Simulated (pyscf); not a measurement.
Optimised with ωB97X-D3(BJ)/def2-SVP in PySCF. MP2 and CC: frozen core, UHF for open shells. ΔMP2 is the change of the MP2 total energy from the triple- to the quadruple-zeta basis.

Question: What are the homolytic bond dissociation enthalpies (298 K) of H₂P–GaH–PH₂ at CCSD(T)/def2-TZVPP + ΔMP2(QZVPP), weakest first?

Answer: Ga–P to PH₂• + [H₂P–GaH]•: 67.5 kcal/mol; Ga–H to [H₂P–Ga–PH₂]• + H•: 78.7 kcal/mol; H–P to •HP–GaH–PH₂ + H•: 82.9 kcal/mol. Ring and multiple bonds, and those that leave no two simple radicals, are not listed. The radicals are drawn with the spin at the cut bond; how far it spreads was not checked. •HP–GaH–PH₂ lies 8.4 kcal/mol over its isomer [H₂P–Ga–PH₂]• (electronic energy, ωB97M-D3(BJ)). Other isomers of [H₂P–GaH]•, [H₂P–Ga–PH₂]• were not searched in full and may lie lower. The CCSD(T) − MP2 part came from Ansatz, without density fitting, on the same reference. The frozen core leaves the outer d or s,p core shells of the metals and heavy elements correlated in the MP2 and CC values, and def2-TZVPP describes them poorly, which can shift differences by a few kcal/mol. Elements up to Kr have no core potential and no relativistic terms here.
